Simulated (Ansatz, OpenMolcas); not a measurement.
Ansatz → OpenMolcas

Ansatz 0.2.0 runs this on doublet [SiH2Cl2]−:

molecule.yaml:
```yaml
crystal:
  periodic: [false, false, false]
  atoms:
    - {symbol: Cl, position_ang: [-1.036100, -0.393400, 1.609300]}
    - {symbol: Si, position_ang: [0.136800, -0.071700, -0.028900]}
    - {symbol: Cl, position_ang: [-0.799200, 1.196800, -1.324000]}
    - {symbol: H, position_ang: [0.352000, -1.362200, -0.711200]}
    - {symbol: H, position_ang: [1.396500, 0.556600, 0.413400]}
basis:
  gaussian: {orbitals: 3-21G.json}
total_charge: -1
magnetization: {spin_polarized: true, initial_magnetization: 1}
hamiltonian: {xc: hf}
accuracy: high
output: {orbitals: {seedname: orbitals}}
```

```bash
$ ansatz run molecule.yaml --threads 1 --pin off --max-ram 3480MiB --events-out events.jsonl --progress --plain --runs-dir runs
```

(Basis files named in the input come from the Basis Set Exchange and aren't shown.)

The shape is that of a PBE0-D4/def2-TZVP optimisation. That shape belongs to the parent species and isn't relaxed for this state.

The HOMO lies above zero, from self-interaction, a short basis or an unbound electron. Without diffuse functions such a state is poorly described.

It gives a total energy of -1203.118331 Eh.

Task: Write the same calculation for OpenMolcas 26.06 as an input file of the program's own.

Result: This input was run:

test.inp:
```
>>> EXPORT MOLCAS_PRINT=2

&GATEWAY
 BasLib=$CurrDir
 Coord
 5
 angstrom
 Cl      -1.036100      -0.393400       1.609300
 Si       0.136800      -0.071700      -0.028900
 Cl      -0.799200       1.196800      -1.324000
 H        0.352000      -1.362200      -0.711200
 H        1.396500       0.556600       0.413400
 Basis=3-21G
 Group=NoSym

&SEWARD

&SCF
 UHF
 Charge=-1
 Spin=2
 Thresholds=1e-10 1e-07 1e-07 1e-05
 PrOrbitals=1 1
```

```bash
$ export MOLCAS_MEM=1860
$ pymolcas test.inp > test.log
```

(Basis files named in the input come from the Basis Set Exchange and aren't shown.)

Its energy is -1203.118176 Eh, 0.155 mEh from the first.
